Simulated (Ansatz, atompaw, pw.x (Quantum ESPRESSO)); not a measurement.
# Si (Z = 14): one change to the PAW (atompaw) potential, in the atom and in the diamond crystal

silicon (Si), PAW, made with atompaw 4.2.0.5 (PBE, scalar-relativistic). Core [Ne], reference 3s2 3p2. Waves: 3s (bound): rc 2.80 bohr; 3s channel at -0.15 Ry: rc 2.80 bohr; 3p (bound): rc 2.80 bohr; 3p channel at 0.9 Ry: rc 2.70 bohr; 3d channel at 0.45 Ry: rc 2.80 bohr; 3d channel at 1.8 Ry: rc 2.80 bohr. Local part: troulliermartins scheme with l = 3 at 0 Ry, radius 2.20 bohr. Core correction: smooth core density matched at 2.15 bohr. Augmentation charge: sinc compensation charge, radius 2.65 bohr; PAW radius 2.80 bohr; waves and projectors: custom polynom vanderbiltortho.

Change: augmentation besselshape compensation charge, radius 2.65 bohr; PAW radius 2.80 bohr; waves and projectors: custom polynom vanderbiltortho.

Cutoffs, loose and tight: the cutoffs (Ry, on a coarse ladder) from which the occupation-weighted sum of valence levels, in a spherical-Bessel basis at the reference potential, stays within 10 and 1 mRy of its value at 400 Ry. They see the waves, projectors and local potential, not the compensation charge or the core.

Crystal test: diamond Si in pw.x 7.5, no spin, 8³ k-points, Fermi–Dirac smearing 0.01 Ry, cutoffs set for each file from its atomic test. The reference is all-electron LAPW (Ansatz 0.2.0) with the same functional, mesh and smearing; V0 and B0 come from Birch–Murnaghan fits to the pressures at five volumes. Errors are pseudo minus all-electron; Δ is the rms difference of the E(V) curves that follow from these fits, minima aligned, over ±6 % about the mean V0. Mesh and smearing are coarse, so the numbers serve the comparison and aren't converged zero-temperature values; the lattice is a test structure that the element need not adopt.

All-electron: a0 = 5.469 Å (V0 = 20.45 Å³/atom), B0 = 88.5 GPa.

Does the change bring the crystal closer to the all-electron result?

The mean pressure error goes from -0.07 to -0.01 GPa, so the change moves the solid closer to the all-electron pressures.

```json
{"quantity": "outcome (atom)", "base": "generated", "changed": "generated"}
{"quantity": "cutoff, loose (atom)", "base": "6 Ry", "changed": "6 Ry"}
{"quantity": "cutoff, tight (atom)", "base": "8 Ry", "changed": "8 Ry"}
{"quantity": "bound ghosts (atom)", "base": "none", "changed": "none"}
{"quantity": "cutoffs in pw.x (Ry)", "base": "40/400", "changed": "40/400"}
{"quantity": "a0 (Å)", "base": "5.468", "changed": "5.469"}
{"quantity": "a0 error (%)", "base": "-0.03", "changed": "-0.01"}
{"quantity": "B0 error (%)", "base": "-0.3", "changed": "-0.1"}
{"quantity": "Δ (meV/atom)", "base": "0.3", "changed": "0.1"}
{"quantity": "mean pressure error (GPa)", "base": "-0.07", "changed": "-0.01"}
```

Base: The largest radius (2.80 bohr) exceeds half the bond length (2.24 bohr), so the spheres overlap, which is one possible source of error among others. Changed file: The largest radius (2.80 bohr) exceeds half the bond length (2.24 bohr), so the spheres overlap, which is one possible source of error among others. The atomic cutoffs weigh occupied waves only.
